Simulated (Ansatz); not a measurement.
`F/C=C\CF` + H₂ → `C=CF` + `CF` at 298.15 K and 1 bar (hydrogenolysis of a C–C bond).

Gas-phase electronic energies from Ansatz, PBE0-D4/def2-TZVP geometries. CBS: MP2 limit from def2 TZ/QZ plus the TZ coupled-cluster correction, frozen cores. This one scheme is used for every species. Each species was taken in one conformer, which may not be the lowest.

| species | CCSD(T)/CBS energy (Eh) | H − E (kJ/mol) | S (J/(mol·K)) |
| --- | --- | --- | --- |
| `F/C=C\CF` | -316.10621 | 189.7 | 308.9 |
| H₂ | -1.17544 | 35.1 | 130.4 |
| `C=CF` | -177.66469 | 127.2 | 252.2 |
| `CF` | -139.63461 | 113.4 | 222.6 |

H − E and S are ideal-gas, rigid-rotor, harmonic terms from PBE0-D4/def2-TZVP, for one conformer and one mirror image of each species. The MP2-based limit puts H₂ 0.8 mEh under its directly extrapolated value; such offsets cancel only in part. 1 Eh = 2625.50 kJ/mol, R = 8.31446 J/(mol·K).

Question: By hand: ΔE, ΔH, ΔS and ΔG.

Answer: ΔE = (-177.66469) + (-139.63461) − (-316.10621) − (-1.17544) = -0.01765 Eh = -46.3 kJ/mol. Δ(H − E) = 127.2 + 113.4 − 189.7 − 35.1 = 15.8, so ΔH = -30.5 kJ/mol. ΔS = 252.2 + 222.6 − 308.9 − 130.4 = 35.5 J/(mol·K). ΔG = -30.5 − 298.15 × (35.5)/1000 = -41.1 kJ/mol.

Question: By hand: the equilibrium constant, and the temperature at which ΔG would vanish if ΔH and ΔS stayed fixed.

Answer: log₁₀ K = −ΔG/(RT ln 10) = 7.2. ΔH and −TΔS have one sign here, so there is no such temperature.

TΔS isn't small against ΔH here. A doubt of 5 kJ/mol in ΔE shifts log₁₀ K by 0.9 here. Other conformers and mirror images would add mixing entropy, several J/(mol·K) or more a flexible species. These are equilibria of isolated gas molecules and say nothing of rates. Largest T1 diagnostic: 0.012 (customary marks: 0.02 for closed shells, 0.045 for open ones).
